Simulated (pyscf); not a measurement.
Single points on ωB97X-D3(BJ)/def2-SVP structures (PySCF, gas phase).

### Question
How much does it cost (ΔH, 298 K, ωB97M-D3(BJ)/def2-TZVP) to split H₃C–CH₂–InH–CH₃ at its C–In bond into •H₂C–CH₃ + [H₃C–InH]•?

### Answer
C–In to •H₂C–CH₃ + [H₃C–InH]•: 57.2 kcal/mol. The 7 functionals that were run give +50.7 (r²SCAN) to +61.4 kcal/mol (ωB97X-D3(BJ)). The radicals are drawn with the spin at the cut bond; how far it spreads was not checked. H₃C–CH₂–InH–CH₃ lies 8.3 kcal/mol over its isomer H₃C–In(CH₃)–CH₃, and others may lie lower still (electronic energy, ωB97M-D3(BJ)). Other isomers of •H₂C–CH₃, [H₃C–InH]• were not searched in full and may lie lower. Elements past Kr carry the def2 core potentials, without spin-orbit coupling.
